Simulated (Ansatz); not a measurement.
Input file:

```yaml
crystal:
  periodic: [false, false, false]
  atoms:
    - {symbol: N, position_ang: [0.000000, 0.000000, -1.322700]}
    - {symbol: C, position_ang: [0.000000, 0.000000, -0.148100]}
    - {symbol: S, position_ang: [0.000000, 0.000000, 1.470800]}
basis:
  gaussian: {orbitals: "6-31G*"}
total_charge: 1
magnetization: {spin_polarized: false}
correlation: {method: ccsd_t, electrons: all}
output: {forces: true}
```

```sh
$ ansatz run in.yaml --threads 1 --pin off --events-out ev --progress --plain --max-ram 2393MiB
```

Q: Roughly how long does this take on 1 thread of Arm Neoverse V1, shared host, and how much host memory?

A: 8.5 s wall and 0.15 GiB.

```
450 factors; integrals over basis functions are off by at most 6.9e-4 eV
mean field evaluation 1: about -13310.0721 eV, gradient 4.5e1 eV
mean field evaluation 2: about -13310.0799 eV, gradient 4.5e1 eV
mean field evaluation 4: about -13315.9892 eV, gradient 4.6e0 eV
mean field evaluation 8: about -13316.1741 eV, gradient 1.6e-1 eV
mean field evaluation 16: about -13315.9792 eV, gradient 4.6e0 eV
mean field evaluation 32: about -13316.1744 eV, gradient 6.9e-6 eV
mean field -13316.17437651 eV, -489.3603823095 hartree, gradient 6.9e-6 eV, S^2 0.000000; 2 other end points of the search recorded, 0 dependent functions left out; unrestricted orbitals would lower it
mean field evaluation 64: about -13317.5140 eV, gradient 2.0e0 eV
mean field evaluation 96: about -13316.1631 eV, gradient 5.3e-1 eV
mean field evaluation 128: about -13316.2865 eV, gradient 1.4e0 eV
mean field evaluation 160: about -13316.1744 eV, gradient 6.7e-4 eV
mean field evaluation 192: about -13317.5024 eV, gradient 3.0e0 eV
unrestricted determinant -13317.69111034 eV, -489.4161212499 hartree, S^2 1.2105
reference -13316.17437651 eV, -489.3603823095 hartree; 14, 14 occupied and 35, 35 virtual orbitals, 450 factors
second order -10.88049493 eV of doubles, -0.00000000 eV of singles
cycle   1  -10.88118741 eV  change   -6.9e-4 eV  update   1.3e-1
cycle   2  -11.39895502 eV  change   -5.2e-1 eV  update   4.6e-2
cycle   3  -11.54517581 eV  change   -1.5e-1 eV  update   2.6e-2
cycle   4  -11.54385031 eV  change    1.3e-3 eV  update   1.0e-2
cycle   5  -11.54541838 eV  change   -1.6e-3 eV  update   6.8e-3
cycle   6  -11.54948791 eV  change   -4.1e-3 eV  update   4.3e-3
cycle   7  -11.55192584 eV  change   -2.4e-3 eV  update   2.2e-3
cycle   8  -11.55337836 eV  change   -1.5e-3 eV  update   8.6e-4
cycle   9  -11.55345085 eV  change   -7.2e-5 eV  update   2.5e-4
cycle  10  -11.55337443 eV  change    7.6e-5 eV  update   8.5e-5
cycle  11  -11.55342354 eV  change   -4.9e-5 eV  update   3.7e-5
cycle  12  -11.55341346 eV  change    1.0e-5 eV  update   1.3e-5
cycle  13  -11.55342796 eV  change   -1.5e-5 eV  update   6.1e-6
cycle  14  -11.55342661 eV  change    1.3e-6 eV  update   3.4e-6
perturbative correction -0.66303221 eV, -0.0243659843 hartree
the calculation of the forces begins
Total energy: -13328.39083533 eV, -489.8093288907 hartree
Atom 0 at     0.000000     0.000000    -1.322700 Å, force     0.000000    -0.000000    -4.291503 eV/Å
Atom 1 at     0.000000     0.000000    -0.148100 Å, force     0.000000    -0.000000     4.581790 eV/Å
Atom 2 at     0.000000     0.000000     1.470800 Å, force    -0.000000    -0.000000    -0.290287 eV/Å
Dipole moment:    -0.000000     0.000000     0.461092 e Å
```

Forces (eV/Å):
```
N    0.000  0.000 -4.292
C    0.000  0.000  4.582
S    0.000  0.000 -0.290
```
